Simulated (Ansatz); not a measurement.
C2H6Si (`C1C[SiH2]1`). The species carries charge 0 and has multiplicity 1. Geometry: relaxed with PBE0-D4/def2-TZVP.

```xyz
9

C    -0.669   -0.621   -0.305
C     0.761   -0.114   -0.578
Si   -0.088    0.703    0.845
H    -0.757   -1.639    0.061
H    -1.416   -0.380   -1.054
H     1.566   -0.815   -0.381
H     0.907    0.442   -1.498
H    -0.607    2.078    0.686
H     0.303    0.345    2.224
```

What is the dipole moment at B3LYP/def2-TZVPP? (An estimate is asked.)

Ansatz gave: 0.06 D, with components (0.00, -0.04, -0.05) D in this frame, pointing from negative to positive charge.

And with PBE, r2SCAN, ωB97M-V? (An estimate is asked.)

Computed: PBE 0.23 D, r2SCAN 0.20 D, ωB97M-V 0.00 D.

Give the Mulliken charges with B3LYP, r2SCAN, ωB97M-V in def2-TZVPP. (Estimate.)

The calculation gave: 
| atom | B3LYP | r2SCAN | ωB97M-V |
| --- | --- | --- | --- |
| C1 | -0.25 | -0.21 | -0.29 |
| C2 | -0.25 | -0.21 | -0.29 |
| Si3 | 0.26 | 0.28 | 0.22 |
| H4 | 0.09 | 0.07 | 0.10 |
| H5 | 0.09 | 0.07 | 0.10 |
| H6 | 0.09 | 0.07 | 0.10 |
| H7 | 0.09 | 0.07 | 0.10 |
| H8 | -0.06 | -0.07 | -0.02 |
| H9 | -0.06 | -0.07 | -0.02 |

B3LYP here is the variant with VWN-RPA as its local correlation; programs differ in this.
